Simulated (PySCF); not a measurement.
## Relative stability

The two ends of one reaction step of BH2OF, singlet (PBE0-D4/def2-TZVP).

A:

```xyz
5
angstrom
B -0.6208 0.2721 1.1979
F 1.0920 -0.6907 -2.1224
O -0.0130 -0.0031 0.2025
H 0.7137 -0.4471 -1.3049
H -1.2131 0.5418 2.1723
```

B:

```
atom    x (Å)    y (Å)    z (Å)
  B1  -0.3664  -0.0078   0.2067
  F2  -0.9193  -0.5587  -0.8727
  O3   0.9439   0.2930   0.2184
  H4   1.3952   0.0706  -0.6027
  H5  -1.0404   0.2175   1.1633
```

Computed with PySCF 2.14 with density fitting (its default auxiliary sets; JK sets also for MP2 and CCSD(T)) (basis: def2-TZVPP); correlated methods freeze the cores. B3LYP uses VWN-RPA correlation.

(1) Which structure is lower at CCSD(T), and by how much? (Judge from chemistry; the value comes from the calculation.)

T1 diagnostic: at most 0.016.

Results:

(1) Computed: B, by 166.5 kJ/mol (electronic energy, against the other). By their contacts, A is a complex of BHO ([BH][O]) + HF and B is BH₂OF ([OH][BH][F]).

All methods give the same order:

| method | E(B) − E(A) (kJ/mol) |
| --- | --- |
| SPW92 | -193.0 |
| PBE-D4 | -166.9 |
| r2SCAN-D4 | -180.9 |
| PBE0-D4 | -180.6 |
| B3LYP-D4 | -166.4 |
| BHLYP-D4 | -183.1 |
| wB97M-V | -173.6 |
| HF | -187.9 |
| MP2 | -160.6 |
| CCSD | -171.5 |
| CCSD(T) | -166.5 |

Labels in which every atom is bracketed show which atoms are joined, not bond orders.

For scale, one of the runs: CCSD(T)/def2-TZVPP, 121 basis functions, launched by `OMP_NUM_THREADS=4 python run.py`. Time: 33 s of wall clock on 4 CPU threads of an Arm Neoverse V2; the host was shared. Peak host memory: 0.61 GiB.
